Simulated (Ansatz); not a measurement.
# BH5OSi, SMILES B[SiH2]O: a composite energy at a relaxed geometry

Computed with Ansatz's Python interface.

Script `bh5osi.py`:
```python
"""Relax BH5OSi cheaply, then refine its energy."""

import logging
import sys

import ansatz as az
import numpy as np

logging.basicConfig(stream=sys.stdout, format="%(levelname)s:%(name)s:%(message)s")
logger = logging.getLogger("ansatz_job")
logger.setLevel(logging.INFO)

BASIS_SET = "def2-SVP"
FUNCTIONAL = "pbe0"
DISPERSION = "d3bj"

GEOMETRY = """
B    -0.86010    0.56410   -0.76310
Si    0.61880    0.08000    0.29340
O     0.13260   -1.16470    1.36520
H    -1.37220   -0.17360   -1.46860
H    -1.30170    1.71390   -0.75060
H     1.10320    1.25870    1.05790
H     1.72200   -0.39670   -0.58510
H     0.04950   -1.93880    0.79510
"""


def main() -> None:
    bh5osi = az.Crystal.molecule()
    for line in GEOMETRY.strip().splitlines():
        symbol, *xyz = line.split()
        bh5osi = bh5osi.atom(symbol, [float(v) for v in xyz])

    calculation = (
        bh5osi.calculation()
        .basis(gaussian=BASIS_SET)
        .functional(FUNCTIONAL, dispersion=DISPERSION)
        .scf(lower_state_search="off")
    )
    symbols = [site.symbol for site in bh5osi.cartesian_sites]
    start = np.array([site.position_ang for site in bh5osi.cartesian_sites], dtype=float)
    summary = calculation.relax(force_tolerance=0.01).run(threads=1).report
    end = np.array(summary["positions_ang"])
    logger.info("final positions (A) and the move of each atom")
    for symbol, xyz, old in zip(symbols, end, start):
        logger.info(f"{symbol:2s} {xyz[0]:10.5f} {xyz[1]:10.5f} {xyz[2]:10.5f}   {np.linalg.norm(xyz - old):7.4f}")

    minimum = az.Crystal.molecule()
    for symbol, place in zip(symbols, end):
        minimum = minimum.atom(symbol, place.tolist())
    at_minimum = minimum.calculation()
    # MP2 extrapolated to the basis limit, plus the small-basis difference CCSD(T) - MP2
    level = lambda method, basis: at_minimum.basis(gaussian=basis).correlation(method).run(threads=1).report
    small, large, cluster = level("mp2", "cc-pVDZ"), level("mp2", "cc-pVTZ"), level("ccsd_t", "cc-pVDZ")
    corr = lambda each: (each["free_energy_ev"] - each["reference_energy_ev"]) / 27.211386246
    mp2_limit = (27 * corr(large) - 8 * corr(small)) / 19
    pieces = {"HF / cc-pVTZ": large["reference_energy_ev"] / 27.211386246, "MP2 correlation, DZ-TZ limit": mp2_limit, "CCSD(T) - MP2 / cc-pVDZ": corr(cluster) - corr(small)}
    for name, value in pieces.items():
        logger.info(f"{name:32s} {value:14.6f} Ha")
    logger.info(f"{'sum':32s} {sum(pieces.values()):14.6f} Ha")
    print("T1 diagnostic", round(cluster["correlation"]["coupled_cluster"]["t1_diagnostic"], 4))


if __name__ == "__main__":
    main()
```

```console
$ python bh5osi.py
INFO:ansatz_job:final positions (A) and the move of each atom
INFO:ansatz_job:B    -0.92710    0.60247   -0.80169    0.0863
INFO:ansatz_job:Si    0.63315    0.07364    0.34789    0.0567
INFO:ansatz_job:O     0.40697   -1.31475    1.25608    0.3312
INFO:ansatz_job:H    -1.84254   -0.14287   -1.06850    0.6183
INFO:ansatz_job:H    -0.94845    1.70017   -1.31109    0.6627
INFO:ansatz_job:H     0.98584    1.13987    1.33055    0.3197
INFO:ansatz_job:H     1.79208   -0.06533   -0.60609    0.3393
INFO:ansatz_job:H    -0.00784   -2.05030    0.79705    0.1254
INFO:ansatz_job:HF / cc-pVTZ                        -391.446902 Ha
INFO:ansatz_job:MP2 correlation, DZ-TZ limit          -0.508933 Ha
INFO:ansatz_job:CCSD(T) - MP2 / cc-pVDZ               -0.052222 Ha
INFO:ansatz_job:sum                                 -392.008057 Ha
T1 diagnostic 0.0118
```

Caveats:
- The settings weren't tested for convergence.
- The sum leaves out core correlation, relativity, the Hartree-Fock basis error and zero-point energy; a DZ-TZ extrapolation is rough.
- Inner cores stay frozen, so this is valence correlation.
- For Al to Cl the sets with a tight d function, cc-pV(X+d)Z, are usual.
- An extrapolation from small basis sets is rough.
- It ran for 13 s on 1 thread of INTEL(R) XEON(R) PLATINUM 8581C CPU @ 2.30GHz (Emerald Rapids) (shared host), peak memory 0.33 GiB.
